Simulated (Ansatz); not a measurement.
Results of PBE+SOC (plane waves, PAW; Ansatz, a quantum-chemistry and plane-wave program) for bcc Ta.

Run with plane-wave cutoff 520 eV, 24×24×24 k mesh, Fermi–Dirac smearing 0.05 eV, PAW data made under PBE.

Energies at three volumes about the minimum:

```csv
V (Å³/atom),E − E_lowest (meV/atom)
17.909,4.61
18.275,0.00
18.640,4.22
```

### Question
Fit a parabola by hand: where is the minimum, what lattice constant follows, and what is the bulk modulus?

### Answer
Slopes: (0.00 − 4.61)/(18.275 − 17.909) = -12.596 and (4.22 − 0.00)/(18.640 − 18.275) = 11.562 meV/Å³. Curvature E″ = 2 × (11.562 − (-12.596))/(18.640 − 17.909) = 66.096 meV/Å⁶. From the middle of the first interval, the slope vanishes at V0 = 18.0920 − (-12.596)/66.096 = 18.283 Å³/atom. B = V0 E″ = 18.283 × 66.096 meV/Å³ × 0.1602 GPa per meV/Å³ = 194 GPa. With 2 atoms in the cube, a = (2 × 18.283)^(1/3) = 3.319 Å. The full Birch–Murnaghan fit to all volumes gives V0 = 18.277 Å³/atom and B0 = 193 GPa.

Measured, for comparison: bulk modulus 198 GPa (corrected for temperature and zero-point phonon effects, sources range from 194 to 203; as tabulated in Levämäki et al. (2014), arXiv:1402.3671); lattice constant a 3.299 Å (static lattice: zero-point anharmonic expansion removed; as tabulated in Mejia-Rodriguez and Trickey (2018), arXiv:1807.09216). Computed less measured: bulk modulus -2.5 % (-0.5 % to -4.9 % over the range).
